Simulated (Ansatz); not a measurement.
## Ir: from a trial structure to a relaxed crystal

These are results of DFT r2SCAN, scalar-relativistic, plane waves, PAW in Ansatz, not measurements. Cutoff 500 eV, Γ-centred k mesh, Gaussian smearing, no spin polarisation in the final step.

Ir was placed on the simple cubic structure type (Pm-3m, No. 221), at a guessed volume.

```xyz
1
Lattice="2.4653 0.0000 0.0000 0.0000 2.4653 0.0000 0.0000 0.0000 2.4653" Properties=species:S:1:pos:R:3 pbc="T T T"
Ir    0.0000    0.0000    0.0000
```

Cell and atoms relax at zero pressure; the relaxation can't lower the symmetry of the start. After a coarse first stage the cell is made exact in the group found at 0.06 Å.

Energies count from the standard state of Ir at the same level.

What does it relax into?

It keeps Pm-3m (No. 221). The result has the simple cubic structure. Conventional cell: a = 2.551 Å. Around Ir lie 6 Ir at 2.55 Å.

```xyz
1
Lattice="2.5515 0.0000 0.0000 0.0000 2.5515 0.0000 0.0000 0.0000 2.5515" Properties=species:S:1:pos:R:3 pbc="T T T"
Ir    0.0000    0.0000    0.0000
```

What are its volume, energy, density and gap?

The volume per atom is 16.61 Å³ and the density is 19.22 g/cm³. The energy over the standard structure is 1.04 eV/atom. The gap on the 22×22×22 mesh is 0 eV (a metal).

The final run used a 22×22×22 mesh on its 1-atom cell and 0.10 eV smearing. The k mesh leaves about 4 meV/atom of noise in metals. Spin–orbit coupling is left out. Symmetry constrained the relaxation, so the result can be a saddle point.